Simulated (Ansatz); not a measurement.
Geometry optimisation, RKS PBE0/def2-SVP in Ansatz.

input.yaml

```yaml
crystal:
  periodic: [false, false, false]
  atoms:
    - { symbol: B, position_ang: [-0.81811, 0.28152, -0.71043] }
    - { symbol: C, position_ang: [0.28841, -0.09901, 0.24604] }
    - { symbol: "N", position_ang: [1.12628, -0.38628, 0.97445] }
    - { symbol: H, position_ang: [-1.3021, -0.55156, -1.36546] }
    - { symbol: H, position_ang: [0.50088, -0.20813, -0.81747] }
    - { symbol: H, position_ang: [1.85952, -0.64055, 1.61681] }
total_charge: 1
basis:
  gaussian: { orbitals: def2-SVP }
hamiltonian:
  xc: pbe0
relax:
  f_tol: 0.02
  max_steps: 50
```

Command:

```bash
$ ansatz run input.yaml --threads 1 --pin off --max-ram 2048MiB --backend cpu --events-out ev --progress --plain --runs-dir out
```

Task: Where does it end, and by what steps?

Result: It converged. Limits of this set-up: the dipole of an ion depends on the origin. After 11 steps the energy has fallen by 4.130 eV; H5 moved furthest, 1.22 Å. Parted: C2–H5.

```csv
step,energy less start (eV),largest force component (eV/Å),accepted
0,0.0000,4.785,yes
1,-1.0026,2.046,yes
2,-1.4267,1.639,yes
3,-1.9357,2.326,yes
4,-2.7021,3.650,yes
5,-3.3141,3.015,yes
6,-3.7823,2.195,yes
7,-4.0173,0.671,yes
8,-4.1117,0.696,yes
9,-4.1293,0.298,yes
10,-4.1299,0.034,yes
11,-4.1299,0.006,yes
```

```xyz
6
Properties=species:S:1:pos:R:3
B -0.354 -0.205 -0.993
C 0.499 -0.289 0.340
N 1.117 -0.349 1.304
H -1.538 -0.106 -0.853
H 0.265 -0.251 -2.016
H 1.666 -0.404 2.162
```

The run took 20 s on 1 CPU thread of a shared host.
